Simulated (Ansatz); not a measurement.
TO(Γ) frequency of rock-salt HfN at several levels of theory

No measured value is used here.

```json
[
 {"level (code)": "LDA+SOC (Ansatz)", "value (cm⁻¹)": "___", "cell (Å³/atom)": "11.13"},
 {"level (code)": "PBE (Ansatz)", "value (cm⁻¹)": "479", "cell (Å³/atom)": "11.76"},
 {"level (code)": "revPBE (Ansatz)", "value (cm⁻¹)": "___", "cell (Å³/atom)": "11.91"},
 {"level (code)": "RPBE (Ansatz)", "value (cm⁻¹)": "465", "cell (Å³/atom)": "11.96"},
 {"level (code)": "PBE-D3(BJ) (Ansatz)", "value (cm⁻¹)": "498", "cell (Å³/atom)": "11.52"},
 {"level (code)": "r²SCAN+SOC (Ansatz)", "value (cm⁻¹)": "492", "cell (Å³/atom)": "11.57"}
]
```

Problem. Complete the blanks.

Solution. 
- LDA+SOC (Ansatz, an electronic-structure program), value (cm⁻¹): 515
- revPBE (Ansatz), value (cm⁻¹): 469

Density-functional levels without +SOC have no spin–orbit coupling. PBE-D3(BJ): the dispersion coefficients are held fixed in the derivatives. Each level is taken at its own relaxed cell. Cutoffs differ between the levels. Ansatz's density-functional and Hartree–Fock values are scalar-relativistic unless marked +SOC, with PAW data made under PBE.
